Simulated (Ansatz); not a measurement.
A made-up structure of SiH₂SO, closed shell:

O1  (-0.542, -0.302, -0.061)
Si2  (-0.896, -0.735, 1.347)
S3  (1.159, 0.771, -0.634)
H4  (-1.063, -0.472, -0.862)
H5  (1.616, 0.827, 0.632)
(Å)

It is relaxed with PBE-D4/def2-SVP and then PBE0-D4/def2-TZVP (Ansatz 0.2.0). Atoms count as bonded within 1.22 times the sum of their covalent radii (H–H: 0.88 Å). The end point is not checked to be a true minimum.

(1) Does its bonding change? (Judge from chemistry; the calculation decides.)

## Answers

(1) The calculation gives: Yes. Formed: S3–H4; broken: O1–H4.

Where it ends: The first stage lowers the energy by 3.83 eV in 20 steps. It ends as a complex of H₂S + SiO:
| atom | x (Å) | y (Å) | z (Å) |
| --- | --- | --- | --- |
| O1 | -1.0672 | -0.7625 | 0.8192 |
| Si2 | -2.2656 | -1.5118 | 1.3497 |
| S3 | 1.1949 | 0.9333 | -1.1838 |
| H4 | 0.3417 | 0.2776 | -0.3718 |
| H5 | 2.0703 | 1.1528 | -0.1921 |

For scale, one of the runs: PBE0-D4/def2-TZVP relaxation, 117 basis functions, launched by `ansatz run in.yaml --threads 2 --pin off --events-out ev --progress --plain --max-ram 4352MiB`. The run took about 22 s on 2 CPU threads of an Arm Neoverse V1 (shared host).
